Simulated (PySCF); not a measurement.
# SMILES CC[PH2+]C, [C3H10P]+, charge +1

Molfile (atoms numbered from 1):
```
C3H10P
     RDKit          3D

 14 13  0  0  0  0  0  0  0  0999 V2000
   -2.1058   -0.1423    0.0371 C   0  0  0  0  0  0  0  0  0  0  0  0
   -0.6815   -0.6828    0.1662 C   0  0  0  0  0  0  0  0  0  0  0  0
    0.5330    0.6236   -0.1548 P   0  0  0  0  0  0  0  0  0  0  0  0
    2.2459    0.0843   -0.0261 C   0  0  0  0  0  0  0  0  0  0  0  0
   -2.2918    0.6563    0.7525 H   0  0  0  0  0  0  0  0  0  0  0  0
   -2.2947    0.2377   -0.9650 H   0  0  0  0  0  0  0  0  0  0  0  0
   -2.8171   -0.9402    0.2329 H   0  0  0  0  0  0  0  0  0  0  0  0
   -0.5052   -1.4957   -0.5468 H   0  0  0  0  0  0  0  0  0  0  0  0
   -0.5020   -1.0763    1.1728 H   0  0  0  0  0  0  0  0  0  0  0  0
    0.3086    1.1529   -1.4049 H   0  0  0  0  0  0  0  0  0  0  0  0
    0.3124    1.6699    0.7112 H   0  0  0  0  0  0  0  0  0  0  0  0
    2.4373   -0.7132   -0.7468 H   0  0  0  0  0  0  0  0  0  0  0  0
    2.9200    0.9176   -0.2306 H   0  0  0  0  0  0  0  0  0  0  0  0
    2.4403   -0.2921    0.9802 H   0  0  0  0  0  0  0  0  0  0  0  0
  1  2  1  0
  2  3  1  0
  3  4  1  0
  1  5  1  0
  1  6  1  0
  1  7  1  0
  2  8  1  0
  2  9  1  0
  3 10  1  0
  3 11  1  0
  4 12  1  0
  4 13  1  0
  4 14  1  0
M  CHG  1   3   1
M  END
```

Method: GIAO B3LYP/pcSseg-1 magnetisability, rotational g tensor and spin-rotation constants, non-relativistic, gas phase in PySCF. Geometry: GFN2-xTB.

For an ion the centre-of-mass motion in the field is neglected.

(1) How diamagnetic is it, and how anisotropic?

(2) Split it along the inertial axes a, b, c into diamagnetic and paramagnetic parts about the centre of mass, with the quadrupole moment.

(3) And the rotational g tensor?

## Answers

(1) Isotropic -949 × 10⁻³⁰ J/T², or -57.2 × 10⁻⁶ cm³/mol; principal values -1017, -920, -912 × 10⁻³⁰ J/T², anisotropy 101 × 10⁻³⁰ J/T² (root of half the summed squared differences of the principal values). The susceptibility is in cgs units.

(2) 
| axis | χ (10⁻⁶ cm³/mol) | diamagnetic (10⁻⁶ cm³/mol) | paramagnetic (10⁻⁶ cm³/mol) | summed x² of all electrons (Å²) | quadrupole Θ (D Å) |
| --- | --- | --- | --- | --- | --- |
| a | -60.4 | -154.0 | 93.6 | 109.5 | +8.06 |
| b | -56.3 | -520.8 | 464.6 | 23.0 | -3.15 |
| c | -54.9 | -562.3 | 507.4 | 13.3 | -4.91 |

Anisotropies 2χaa − χbb − χcc = -9.6 and 2χbb − χaa − χcc = +2.8 × 10⁻⁶ cm³/mol. Θ is traceless in Buckingham's convention.

(3) 
```
axis  rotational constant (GHz)        g  nuclear part  electronic part
   a                    16.2120  +0.0683        0.7812          -0.7129
   b                     2.8404  +0.0153        0.6353          -0.6200
   c                     2.5941  +0.0136        0.6319          -0.6183
```
Asymmetric top; isotopes 12C, 1H, 31P; no vibrational averaging.
